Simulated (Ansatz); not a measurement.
Relaxed structures of C2H7Si (charge -1), closed shell (PBE0-D4/def2-TZVPD; forces vanish, vibrations not checked; lower isomers may exist, and structures with a doubtful reference or unclear bonds are left out; Å). Program: Ansatz 0.2.0. Basis: def2-TZVPPD. Cores are frozen in the correlated methods.

Task: Rank them by CCSD(T) energy, lowest first, and give each one's height above the lowest. Links in brackets join atoms within 1.22 times the sum of their covalent radii (1.1 for two metals). (To be estimated.)
A.
C₂H₇Si ([CH3][SiH][CH3]), total charge -1
```
10
angstrom
C -1.0396 0.6940 -0.8051
Si 0.5943 0.9745 0.2329
C 0.7308 -0.8180 1.0038
H -1.0376 -0.2478 -1.3737
H -1.1948 1.5163 -1.5141
H -1.9118 0.6792 -0.1396
H 1.5842 0.7361 -0.9351
H -0.0118 -0.9434 1.8018
H 1.7164 -0.9700 1.4601
H 0.5700 -1.6209 0.2691
```
B.
C₂H₇Si ([CH2][SiH2][CH3]), total charge -1
```
10
angstrom
C -1.1121 0.8840 -0.7306
Si 0.4694 0.7820 0.0599
C 0.7802 -0.8352 1.0266
H 0.9459 1.7824 1.1382
H -1.1946 1.4285 -1.6716
H -2.0294 0.9095 -0.1392
H 1.5915 0.8877 -0.9514
H -0.0003 -0.9623 1.7859
H 1.7508 -0.8256 1.5381
H 0.7320 -1.6993 0.3569
```
C.
C₂H₇Si ([CH3][CH][SiH3]), total charge -1
```
10
angstrom
C -0.9494 0.7490 -0.8142
Si 0.6817 -0.8395 0.9490
C 0.3843 0.5087 -0.1602
H -1.1515 0.1886 -1.7541
H -1.1123 1.8103 -1.0697
H -1.7748 0.4805 -0.1374
H 1.2512 0.8790 -0.7129
H -0.3395 -0.9331 2.0723
H 2.0378 -0.7455 1.6107
H 0.6851 -2.3379 0.5410
```

Result: By the calculation: A (0.000 eV), B (0.428 eV), C (1.038 eV). Heights count from the lowest.

No T1 diagnostic of these runs exceeds 0.013.

For scale, one of the runs: CCSD(T)/def2-TZVPPD, 241 basis functions, launched by `ansatz run in.yaml --threads 2 --pin off --events-out ev --progress --plain --max-ram 4352MiB`. Hardware: 2 CPU threads of an Intel Xeon Platinum 8223CL, shared host. Wall time 3.9 min; peak host memory 1.9 GiB.
